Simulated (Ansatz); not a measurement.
Ansatz (an electronic-structure program) input (B3LYP-D3(BJ)/def2-TZVP):

Ansatz 0.2 input:
```yaml
crystal:
  periodic: [false, false, false]
  atoms:
    - {symbol: N, position_ang: [0.01213582, 0.03594258, 1.43484202]}
    - {symbol: C, position_ang: [-0.01076327, 0.04402648, -1.35230364]}
    - {symbol: C, position_ang: [0.01775233, 1.27745360, 0.81209974]}
    - {symbol: C, position_ang: [-0.00350109, -1.09449745, 0.72498945]}
    - {symbol: C, position_ang: [-0.01557349, -1.16690233, -0.66385173]}
    - {symbol: C, position_ang: [0.00549068, 1.21962009, -0.61501389]}
    - {symbol: H, position_ang: [-0.01964327, 0.05668285, -2.44312951]}
    - {symbol: H, position_ang: [-0.00681822, -2.02556725, 1.30061357]}
    - {symbol: H, position_ang: [-0.02808054, -2.12467032, -1.17531637]}
    - {symbol: H, position_ang: [0.00916037, 2.16375436, -1.16158136]}
basis:
  gaussian:
    orbitals: def2-TZVP
hamiltonian:
  xc: b3lyp
  dispersion: d3bj
total_charge: -1
phonons: {temperatures: {t_min: 298.15, t_max: 298.15, t_step: 100}}
```

Output:

```
Functional definition: B3LYP
integrals: 0.12 GiB planned
1231 factors; their error is unknown
mean field: 1.19 GiB planned
mean field evaluation 1: about -6735.6639 eV, gradient 4.5e1 eV
mean field evaluation 2: about -6730.7871 eV, gradient 6.1e1 eV
mean field evaluation 4: about -6740.7231 eV, gradient 6.9e0 eV
mean field evaluation 8: about -6740.8434 eV, gradient 1.7e-1 eV
mean field evaluation 16: about -6740.8295 eV, gradient 1.1e-2 eV
mean field -6740.82954244 eV, -247.7209165864 hartree, gradient 1.9e-5 eV, S^2 0.000000; 0 other end points of the search recorded, 0 dependent functions left out
the calculation of the forces begins
reference -6740.82980227 eV, -247.7209261350 hartree; 21, 21 occupied and 189, 189 virtual orbitals, 1231 factors
these checks for a lower state are left out or cut short: stability, starts, cluster_reference, orbital_swaps, neighbouring_geometries, increment
integrals: 0.12 GiB planned
1231 factors; their error is unknown
mean field: 1.19 GiB planned
mean field -6740.82939100 eV, -247.7209110208 hartree, gradient 4.0e-6 eV, S^2 0.000000; 0 other end points of the search recorded, 0 dependent functions left out
the calculation of the forces begins
reference -6740.82965084 eV, -247.7209205698 hartree; 21, 21 occupied and 189, 189 virtual orbitals, 1231 factors
these checks for a lower state are left out or cut short: stability, starts, cluster_reference, orbital_swaps, neighbouring_geometries, increment
integrals: 0.12 GiB planned
1231 factors; their error is unknown
mean field: 1.19 GiB planned
mean field evaluation 32: about -6740.8404 eV, gradient 6.7e-1 eV
mean field -6740.82938576 eV, -247.7209108283 hartree, gradient 4.0e-6 eV, S^2 0.000000; 0 other end points of the search recorded, 0 dependent functions left out
the calculation of the forces begins
reference -6740.82964558 eV, -247.7209203765 hartree; 21, 21 occupied and 189, 189 virtual orbitals, 1231 factors
these checks for a lower state are left out or cut short: stability, starts, cluster_reference, orbital_swaps, neighbouring_geometries, increment
integrals: 0.12 GiB planned
1231 factors; their error is unknown
mean field: 1.19 GiB planned
mean field -6740.82950486 eV, -247.7209152051 hartree, gradient 4.0e-6 eV, S^2 0.000000; 0 other end points of the search recorded, 0 dependent functions left out
the calculation of the forces begins
reference -6740.82976469 eV, -247.7209247539 hartree; 21, 21 occupied and 189, 189 virtual orbitals, 1231 factors
these checks for a lower state are left out or cut short: stability, starts, cluster_reference, orbital_swaps, neighbouring_geometries, increment
integrals: 0.12 GiB planned
1231 factors; their error is unknown
mean field: 1.20 GiB planned
mean field -6740.82944487 eV, -247.7209130008 hartree, gradient 4.0e-6 eV, S^2 0.000000; 0 other end points of the search recorded, 0 dependent functions left out
the calculation of the forces begins
reference -6740.82970470 eV, -247.7209225492 hartree; 21, 21 occupied and 189, 189 virtual orbitals, 1231 factors
these checks for a lower state are left out or cut short: stability, starts, cluster_reference, orbital_swaps, neighbouring_geometries, increment
integrals: 0.12 GiB planned
1231 factors; their error is unknown
mean field: 1.19 GiB planned
mean field -6740.82934459 eV, -247.7209093154 hartree, gradient 4.0e-6 eV, S^2 0.000000; 0 other end points of the search recorded, 0 dependent functions left out
the calculation of the forces begins
reference -6740.82960442 eV, -247.7209188641 hartree; 21, 21 occupied and 189, 189 virtual orbitals, 1231 factors
these checks for a lower state are left out or cut short: stability, starts, cluster_reference, orbital_swaps, neighbouring_geometries, increment
integrals: 0.12 GiB planned
[...]
1231 factors; their error is unknown
mean field: 1.19 GiB planned
mean field evaluation 224: about -6740.8295 eV, gradient 1.1e-2 eV
mean field -6740.82946496 eV, -247.7209137389 hartree, gradient 4.0e-6 eV, S^2 0.000000; 0 other end points of the search recorded, 0 dependent functions left out
the calculation of the forces begins
reference -6740.82972482 eV, -247.7209232888 hartree; 21, 21 occupied and 189, 189 virtual orbitals, 1231 factors
these checks for a lower state are left out or cut short: stability, starts, cluster_reference, orbital_swaps, neighbouring_geometries, increment
integrals: 0.12 GiB planned
1231 factors; their error is unknown
mean field: 1.19 GiB planned
mean field -6740.82951280 eV, -247.7209154971 hartree, gradient 4.0e-6 eV, S^2 0.000000; 0 other end points of the search recorded, 0 dependent functions left out
the calculation of the forces begins
reference -6740.82977260 eV, -247.7209250445 hartree; 21, 21 occupied and 189, 189 virtual orbitals, 1231 factors
these checks for a lower state are left out or cut short: stability, starts, cluster_reference, orbital_swaps, neighbouring_geometries, increment
integrals: 0.12 GiB planned
1231 factors; their error is unknown
mean field: 1.20 GiB planned
mean field -6740.82944021 eV, -247.7209128295 hartree, gradient 4.0e-6 eV, S^2 0.000000; 0 other end points of the search recorded, 0 dependent functions left out
the calculation of the forces begins
reference -6740.82970004 eV, -247.7209223780 hartree; 21, 21 occupied and 189, 189 virtual orbitals, 1231 factors
these checks for a lower state are left out or cut short: stability, starts, cluster_reference, orbital_swaps, neighbouring_geometries, increment
integrals: 0.12 GiB planned
1231 factors; their error is unknown
mean field: 1.20 GiB planned
mean field -6740.82949433 eV, -247.7209148184 hartree, gradient 4.0e-6 eV, S^2 0.000000; 0 other end points of the search recorded, 0 dependent functions left out
the calculation of the forces begins
reference -6740.82975416 eV, -247.7209243670 hartree; 21, 21 occupied and 189, 189 virtual orbitals, 1231 factors
these checks for a lower state are left out or cut short: stability, starts, cluster_reference, orbital_swaps, neighbouring_geometries, increment
integrals: 0.12 GiB planned
1231 factors; their error is unknown
mean field: 1.20 GiB planned
mean field evaluation 256: about -6740.8295 eV, gradient 4.0e-6 eV
mean field -6740.82953161 eV, -247.7209161883 hartree, gradient 4.0e-6 eV, S^2 0.000000; 0 other end points of the search recorded, 0 dependent functions left out
the calculation of the forces begins
reference -6740.82979145 eV, -247.7209257372 hartree; 21, 21 occupied and 189, 189 virtual orbitals, 1231 factors
these checks for a lower state are left out or cut short: stability, starts, cluster_reference, orbital_swaps, neighbouring_geometries, increment
integrals: 0.12 GiB planned
1231 factors; their error is unknown
mean field: 1.19 GiB planned
mean field -6740.82950381 eV, -247.7209151665 hartree, gradient 4.0e-6 eV, S^2 0.000000; 0 other end points of the search recorded, 0 dependent functions left out
the calculation of the forces begins
reference -6740.82976363 eV, -247.7209247149 hartree; 21, 21 occupied and 189, 189 virtual orbitals, 1231 factors
these checks for a lower state are left out or cut short: stability, starts, cluster_reference, orbital_swaps, neighbouring_geometries, increment
integrals: 0.12 GiB planned
1231 factors; their error is unknown
mean field: 1.20 GiB planned
mean field -6740.82942671 eV, -247.7209123335 hartree, gradient 4.0e-6 eV, S^2 0.000000; 0 other end points of the search recorded, 0 dependent functions left out
the calculation of the forces begins
reference -6740.82968653 eV, -247.7209218817 hartree; 21, 21 occupied and 189, 189 virtual orbitals, 1231 factors
these checks for a lower state are left out or cut short: stability, starts, cluster_reference, orbital_swaps, neighbouring_geometries, increment
integrals: 0.12 GiB planned
1231 factors; their error is unknown
mean field: 1.20 GiB planned
mean field -6740.82948809 eV, -247.7209145891 hartree, gradient 4.0e-6 eV, S^2 0.000000; 0 other end points of the search recorded, 0 dependent functions left out
the calculation of the forces begins
reference -6740.82974793 eV, -247.7209241380 hartree; 21, 21 occupied and 189, 189 virtual orbitals, 1231 factors
these checks for a lower state are left out or cut short: stability, starts, cluster_reference, orbital_swaps, neighbouring_geometries, increment
integrals: 0.12 GiB planned
1231 factors; their error is unknown
mean field: 1.20 GiB planned
mean field -6740.82951049 eV, -247.7209154123 hartree, gradient 4.0e-6 eV, S^2 0.000000; 0 other end points of the search recorded, 0 dependent functions left out
the calculation of the forces begins
reference -6740.82977033 eV, -247.7209249610 hartree; 21, 21 occupied and 189, 189 virtual orbitals, 1231 factors
these checks for a lower state are left out or cut short: stability, starts, cluster_reference, orbital_swaps, neighbouring_geometries, increment
integrals: 0.12 GiB planned
1231 factors; their error is unknown
mean field: 1.19 GiB planned
mean field evaluation 288: about -6740.8413 eV, gradient 4.6e-4 eV
mean field -6740.82953240 eV, -247.7209162175 hartree, gradient 4.0e-6 eV, S^2 0.000000; 0 other end points of the search recorded, 0 dependent functions left out
the calculation of the forces begins
reference -6740.82979223 eV, -247.7209257660 hartree; 21, 21 occupied and 189, 189 virtual orbitals, 1231 factors
these checks for a lower state are left out or cut short: stability, starts, cluster_reference, orbital_swaps, neighbouring_geometries, increment
integrals: 0.12 GiB planned
1231 factors; their error is unknown
mean field: 1.19 GiB planned
mean field -6740.82949215 eV, -247.7209147381 hartree, gradient 4.0e-6 eV, S^2 0.000000; 0 other end points of the search recorded, 0 dependent functions left out
the calculation of the forces begins
reference -6740.82975201 eV, -247.7209242878 hartree; 21, 21 occupied and 189, 189 virtual orbitals, 1231 factors
these checks for a lower state are left out or cut short: stability, starts, cluster_reference, orbital_swaps, neighbouring_geometries, increment
integrals: 0.12 GiB planned
1231 factors; their error is unknown
mean field: 1.20 GiB planned
mean field -6740.82943080 eV, -247.7209124836 hartree, gradient 4.0e-6 eV, S^2 0.000000; 0 other end points of the search recorded, 0 dependent functions left out
the calculation of the forces begins
reference -6740.82969060 eV, -247.7209220311 hartree; 21, 21 occupied and 189, 189 virtual orbitals, 1231 factors
these checks for a lower state are left out or cut short: stability, starts, cluster_reference, orbital_swaps, neighbouring_geometries, increment
integrals: 0.12 GiB planned
1231 factors; their error is unknown
mean field: 1.20 GiB planned
mean field -6740.82951079 eV, -247.7209154233 hartree, gradient 4.0e-6 eV, S^2 0.000000; 0 other end points of the search recorded, 0 dependent functions left out
the calculation of the forces begins
reference -6740.82977063 eV, -247.7209249720 hartree; 21, 21 occupied and 189, 189 virtual orbitals, 1231 factors
these checks for a lower state are left out or cut short: stability, starts, cluster_reference, orbital_swaps, neighbouring_geometries, increment
integrals: 0.12 GiB planned
1231 factors; their error is unknown
mean field: 1.20 GiB planned
mean field evaluation 320: about -6740.8295 eV, gradient 4.8e-4 eV
mean field -6740.82952963 eV, -247.7209161155 hartree, gradient 4.0e-6 eV, S^2 0.000000; 0 other end points of the search recorded, 0 dependent functions left out
the calculation of the forces begins
reference -6740.82978946 eV, -247.7209256641 hartree; 21, 21 occupied and 189, 189 virtual orbitals, 1231 factors
Total energy: -6741.26487597 eV, -247.7369147983 hartree
Atom 0 at     0.012136     0.035943     1.434842 Å, force    -0.000008    -0.000755    -0.000167 eV/Å
Atom 1 at    -0.010763     0.044026    -1.352304 Å, force    -0.000002    -0.000265     0.000006 eV/Å
Atom 2 at     0.017752     1.277454     0.812100 Å, force     0.000007     0.000294     0.000498 eV/Å
Atom 3 at    -0.003501    -1.094497     0.724989 Å, force     0.000010     0.000449     0.000739 eV/Å
Atom 4 at    -0.015573    -1.166902    -0.663852 Å, force    -0.000001     0.000180    -0.000356 eV/Å
Atom 5 at     0.005491     1.219620    -0.615014 Å, force    -0.000003     0.000150    -0.000507 eV/Å
Atom 6 at    -0.019643     0.056683    -2.443130 Å, force     0.000001     0.000106     0.000003 eV/Å
Atom 7 at    -0.006818    -2.025567     1.300614 Å, force    -0.000001    -0.000007    -0.000139 eV/Å
Atom 8 at    -0.028081    -2.124670    -1.175316 Å, force    -0.000001    -0.000136     0.000045 eV/Å
Atom 9 at     0.009160     2.163754    -1.161581 Å, force    -0.000001    -0.000017    -0.000122 eV/Å
Dipole moment:    -0.015243    -0.864969    -0.941001 e Å
Vibrations: 323.05 350.78 603.46 657.99 682.46 760.18 843.88 922.92 948.98 969.35 1012.64 1055.65 1063.44 1136.90 1161.69 1269.00 1401.48 1442.60 1556.64 1567.81 3017.04 3044.26 3069.39 3128.23 cm⁻¹, zero-point energy 1.983116 eV
```

It need not be the lowest isomer of its formula. Whether it binds its extra electron was not tested at this geometry.
